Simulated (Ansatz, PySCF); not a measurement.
Gas-phase reaction in SMILES: [SiH](O[SiH2]C)(Cl)Cl + 5 [H][H] (H2) → C (CH4) + 2 Cl (HCl) + O (H2O) + 2 [SiH4] (SiH4)

Property: energy of full hydrogenation (electronic), in kcal/mol. Set-up: valence correlation only; 6-311+G** with 5d, 6d on Na to Ar in Ansatz (a program for electronic structure); no spin-orbit coupling; no dispersion term unless named; non-relativistic. CBS(X,Y): correlation extrapolated as X^-3; Hartree-Fock from the larger set. Ab initio and DFT rows: single points at B3LYP-D3(BJ) geometries (Ansatz).

Coupled cluster (Ansatz) is a level with limits of its own, used here on species with T1 under 0.025 (0.045 for open shells) and stable references: CCSD(T)/CBS(cc-pV(T+d)Z,cc-pV(Q+d)Z).

Value to compare with, CCSD(T)/CBS(cc-pV(T+d)Z,cc-pV(Q+d)Z) (Ansatz): 76.1 kcal/mol.

```json
[
 {"level": "HF/3-21G", "program": "Ansatz", "energy of full hydrogenation (electronic) (kcal/mol)": "70.9", "difference": "-5.2"},
 {"level": "BP86/def2-SVP", "program": "PySCF", "energy of full hydrogenation (electronic) (kcal/mol)": "59.1", "difference": "-17.0"},
 {"level": "B3LYP/STO-3G", "program": "Ansatz", "energy of full hydrogenation (electronic) (kcal/mol)": "84.8", "difference": "8.7"},
 {"level": "B3LYP/3-21G", "program": "Ansatz", "energy of full hydrogenation (electronic) (kcal/mol)": "75.9", "difference": "-0.2"},
 {"level": "B3LYP/6-311+G**", "program": "Ansatz", "energy of full hydrogenation (electronic) (kcal/mol)": "49.8", "difference": "-26.3"},
 {"level": "MP2/3-21G", "program": "Ansatz", "energy of full hydrogenation (electronic) (kcal/mol)": "91.1", "difference": "15.0"},
 {"level": "r2SCAN-D4/def2-TZVPD", "program": "Ansatz + dftd4", "energy of full hydrogenation (electronic) (kcal/mol)": "78.2", "difference": "2.1"},
 {"level": "PBE0/def2-TZVPD", "program": "Ansatz", "energy of full hydrogenation (electronic) (kcal/mol)": "64.2", "difference": "-11.9"}
]
```

Among the 6 habitual levels, B3LYP/6-311+G** lies farthest from CCSD(T)/CBS(cc-pV(T+d)Z,cc-pV(Q+d)Z) (Ansatz) (-26.3 kcal/mol) and B3LYP/3-21G nearest (-0.2); 2 of 6 lie above it, and their mean absolute difference is 12.1 kcal/mol, the median 11.8. One case shows no general order.

The levels are drawn from those run, B3LYP/6-31G* more often than the rest, none by its result; left out are runs that failed, that the program found above a lower state of the same kind, or whose <S^2> lies over 0.5 above the pure value.
